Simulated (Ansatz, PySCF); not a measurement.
System (SMILES): FCF.
Geometry (B3LYP-D3(BJ)/def2-TZVP, fixed):
```xyz
5

C      0.0044     0.0053     0.5043
F     -0.0170     1.1024    -0.3021
F      0.0119    -1.1085    -0.2792
H     -0.9025    -0.0002     1.1113
H      0.9218     0.0234     1.0951
```

Near-linear dependence at PBE0/d-aug-cc-pVDZ with PySCF (spherical functions, density fitting): canonical orthogonalisation drops combinations whose overlap eigenvalue lies under the threshold. The set has 122 functions.

```json
[
 {"threshold": "1e-3", "orbitals kept": "115", "energy minus last row (mEh)": "0.462", "SCF cycles": "8"},
 {"threshold": "1e-4", "orbitals kept": "119", "energy minus last row (mEh)": "0.069", "SCF cycles": "8"},
 {"threshold": "1e-5", "orbitals kept": "122", "energy minus last row (mEh)": "0.000", "SCF cycles": "8"},
 {"threshold": "1e-6", "orbitals kept": "122", "energy minus last row (mEh)": "0.000", "SCF cycles": "8"},
 {"threshold": "1e-7", "orbitals kept": "122", "energy minus last row (mEh)": "0.000", "SCF cycles": "8"},
 {"threshold": "1e-9", "orbitals kept": "122", "energy minus last row (mEh)": "0.000", "SCF cycles": "8"}
]
```

The smallest overlap eigenvalue is 1.4e-05. Ansatz (a first-principles code) at its default drops 0 functions.
